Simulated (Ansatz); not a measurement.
Energy needed to pull apart CH$_{5}$BS (SMILES BCS), closed shell, into free ground-state atoms, from the structure below (displaced at random from a GFN2-xTB minimum); no zero-point or spin–orbit terms; open-shell atoms are treated unrestricted, in their ground-state multiplicity.

B1  (-0.665, 0.579, -0.710)
C2  (0.555, 0.199, 0.264)
S3  (0.808, -1.611, 0.702)
H4  (-1.357, -0.248, -1.210)
H5  (-0.899, 1.773, -0.897)
H6  (0.529, 0.791, 1.204)
H7  (1.522, 0.504, -0.237)
H8  (-0.503, -1.891, 0.921)
(Å)

Computed with Ansatz 0.2.0 (basis: def2-TZVPP); correlated methods freeze the cores.

| method | atomization energy (kJ/mol) |
| --- | --- |
| SPW92 | 3036 |
| PBE-D4 | 2726 |
| r2SCAN-D4 | 2700 |
| PBE0-D4 | 2696 |
| HSE06-D4 | 2698 |
| wB97M-V | ? |
| HF | 2033 |
| MP2 | 2635 |
| CCSD | ? |
| CCSD(T) | 2617 |

(1) What does wB97M-V give? (Judge from chemistry; the value comes from the calculation.)

(2) What does CCSD give? (An estimate is asked for; the value comes from the calculation.)

T1 diagnostic: at most 0.011.

Results:

(1) The calculation gives: 2704 kJ/mol, which is about 86 kJ/mol more than CCSD(T)/def2-TZVPP.

(2) Computed: 2585 kJ/mol, which is about 32 kJ/mol less than CCSD(T)/def2-TZVPP.

In triple zeta the MP2 and coupled-cluster atomization energies are still short of their basis limit by a few kcal/mol a bond, whereas those of the functionals are nearly converged, so these differences are not deviations from converged CCSD(T).

For scale, one of the runs: CCSD(T)/def2-TZVPP forces, 174 basis functions (an equivalent command: `ansatz run in.yaml --threads 4`). Time: 77 s of wall clock on 4 CPU threads; the host was shared. Peak host memory: 2.9 GiB.
